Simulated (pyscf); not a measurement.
Thermochemistry of product channels of Cl–CH(Cl)–Cl on the singlet surface, in kcal/mol, from CCSD(T)/def2-TZVPP + ΔMP2(QZVPP) energies (ideal gas, 1 atm, RRHO with modes under 100 cm⁻¹ raised to 100, one conformer, R ln 2 for rigid chiral ones). Single points on ωB97X-D3(BJ)/def2-SVP structures (PySCF, gas phase). MP2 and CC: frozen core, UHF for open shells. ΔMP2 is the change of the MP2 total energy from the triple- to the quadruple-zeta basis.

| products | ΔE | ΔH(298 K) | ΔG(298 K) | ΔG(600 K) |
|---|---|---|---|---|
| hydrogen chloride (HCl) + Cl–C:–Cl [singlet] | (withheld) | +55.9 | +44.7 | +33.3 |
| chlorine (Cl–Cl) + :HC–Cl [singlet] | (withheld) | +99.9 | +88.2 | +76.3 |

Task: Complete the blanks.

Result: 
- hydrogen chloride (HCl) + Cl–C:–Cl [singlet], ΔE: +60.1
- chlorine (Cl–Cl) + :HC–Cl [singlet], ΔE: +103.4

These are energies of the channels, which say nothing of barriers. A restricted singlet here is unstable towards spin polarisation, as is usual where a triplet lies low; its energy is less safe. The CCSD(T) − MP2 part came from Ansatz, without density fitting, on the same reference.
